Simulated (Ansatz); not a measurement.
A calculation with Ansatz (development build ahead of 0.2.0).

```yaml
crystal:
  periodic: [false, false, false]
  atoms:
    - { symbol: Al, position_ang: [0.0, 0.0, 0.0] }
    - { symbol: H, position_ang: [2.35893, 0.0, 1.97938] }
    - { symbol: H, position_ang: [-2.35893, 0.0, 1.97938] }
basis:
  gaussian: { orbitals: "6-31G" }
total_charge: 1
hamiltonian:
  xc: hf
correlation:
  method: fci
  frozen_orbitals: { Al: 5, H: 0 }
```

The input is written out in the form of the current development build from the run's settings.

Results

| Property | Result |
| --- | --- |
| Converged | yes |
| Total energy | -242.68659 hartree |
| State | lowest singlet root, of any spatial symmetry |
